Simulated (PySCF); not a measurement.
1-chloro-1-propene(E), C3H5Cl.
SMILES with atom numbers: `[CH3:1]/[CH:2]=[CH:3]/[Cl:4]` (hydrogens: H5, H6, H7 on C1; H8 on C2; H9 on C3)

Computed by this run: PBE0-D3(BJ)/def2-TZVP geometry optimisation, gas phase (PySCF); density fitting, grid level 2; the optimiser is geomeTRIC in internal coordinates, started from a GFN2-xTB structure with every atom displaced at random (about 0.01 Å).

Step 1: E = -15708.2736 eV
```
atom  x, y, z in Å  |  force x, y, z in eV/Å
C1     -1.1604    0.0629    0.2691    0.116  -0.068  -0.030
C2      0.2126   -0.4642    0.0289   -0.069   0.033   0.134
C3      1.2593    0.3046   -0.2254   -0.220   0.002  -0.446
Cl4     2.7283   -0.3497   -0.8401    0.263   0.057   0.261
H5     -1.1750    1.1509    0.2563   -0.029   0.103  -0.006
H6     -1.5816   -0.2764    1.2140   -0.029  -0.082   0.148
H7     -1.8236   -0.3001   -0.5257    0.006   0.066   0.074
H8      0.3504   -1.5420    0.0135   -0.066   0.007  -0.137
H9      1.2300    1.3907   -0.2170    0.027  -0.118   0.001
```

Step 2: E = -15708.3000 eV
```
atom  x, y, z in Å  |  force x, y, z in eV/Å
C1     -1.1596    0.0691    0.2719    0.068  -0.001   0.015
C2      0.1980   -0.4845    0.0077    0.310  -0.225  -0.036
C3      1.2542    0.2682   -0.2588   -0.163   0.408  -0.207
Cl4     2.8025   -0.2781   -0.7870   -0.143  -0.190   0.242
H5     -1.1560    1.1599    0.2626   -0.007   0.015   0.010
H6     -1.5653   -0.2681    1.2288    0.030  -0.029   0.034
H7     -1.8488   -0.2757   -0.5060   -0.024   0.029   0.034
H8      0.3148   -1.5645   -0.0049   -0.062  -0.030  -0.077
H9      1.2004    1.3505   -0.2406   -0.009   0.023  -0.013
```

Step 3: E = -15708.3306 eV
```
atom  x, y, z in Å  |  force x, y, z in eV/Å
C1     -1.1543    0.0650    0.2746   -0.048  -0.029  -0.002
C2      0.1995   -0.4780   -0.0234   -0.028   0.138   0.004
C3      1.2362    0.2990   -0.2917    0.025  -0.155   0.006
Cl4     2.7888   -0.3302   -0.6929    0.073   0.043   0.013
H5     -1.1579    1.1572    0.2822    0.006  -0.035   0.018
H6     -1.5293   -0.2905    1.2397    0.037   0.010  -0.023
H7     -1.8654   -0.2700   -0.4861   -0.058   0.005   0.015
H8      0.3270   -1.5571   -0.0431   -0.002   0.031  -0.010
H9      1.1955    1.3814   -0.2857   -0.003  -0.007  -0.021
```

**Question.** Estimate the geometry and energy of step 4. (The exact step hangs on the optimiser's Hessian estimate; all steps are aligned on step 3, rigid shifts and turns removed.)

**Answer.** E = -15708.3319 eV, largest force 0.137 eV/Å
```
atom  x, y, z in Å  |  force x, y, z in eV/Å
C1     -1.1648    0.0621    0.2749    0.056   0.095  -0.054
C2      0.1963   -0.4572   -0.0364   -0.018  -0.135  -0.008
C3      1.2486    0.2996   -0.3005   -0.084   0.038   0.028
Cl4     2.8052   -0.3455   -0.6613   -0.003   0.019  -0.004
H5     -1.1831    1.1529    0.2968   -0.012   0.011   0.010
H6     -1.5163   -0.3075    1.2426    0.029   0.000   0.002
H7     -1.8881   -0.2742   -0.4746    0.010  -0.008   0.008
H8      0.3227   -1.5356   -0.0552    0.009  -0.030   0.011
H9      1.2195    1.3822   -0.3126    0.013   0.011   0.007
```

The energy changes by -0.0013 eV. The first-order estimate −F·Δx gives -0.0079 eV and the mean of the old and new forces, exact on a quadratic surface, -0.0013 eV. The step makes an angle of 67° with the force vector and moves no atom by more than 0.039 Å.

The cost below is that of the whole optimisation. On one thread, Arm Neoverse V1 (aarch64), shared host with 32 logical CPUs at a one-minute load of 18, this took 52 s of wall time and 0.70 GiB of memory at its peak.
